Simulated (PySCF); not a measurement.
**O₃: PBE0 against B3LYP**

Base calculation in PySCF with density fitting and no spin–orbit coupling, PBE0/def2-TZVP (no relativity): singlet, C2v, O–O 1.238 Å (×2); O–O–O 118.4°; wavenumbers 780, 1305, 1327 cm⁻¹; dipole moment 0.69 D, gap between the highest occupied and lowest empty levels 4.84 eV, polar-tensor charge of O 0.68 e, atomisation energy (no zero-point energy) 585 kJ/mol.

Problem. What changes on going to B3LYP/def2-TZVP (no relativity)?

Solution. The point group stays the same. Changes: mean bond to O +0.016 Å, highest wavenumber -69 cm⁻¹, lowest wavenumber -30 cm⁻¹, dipole moment -0.02 D, gap between the highest occupied and lowest empty levels -0.67 eV, polar-tensor charge of O -0.04 e, atomisation energy (no zero-point energy) +2 kJ/mol. The new structure has O–O 1.254 Å (×2); O–O–O 118.3°, with wavenumbers 750, 1204, 1258 cm⁻¹.

Only the bonding shown was studied: isomers, or loss of a ligand pair, can lie lower.
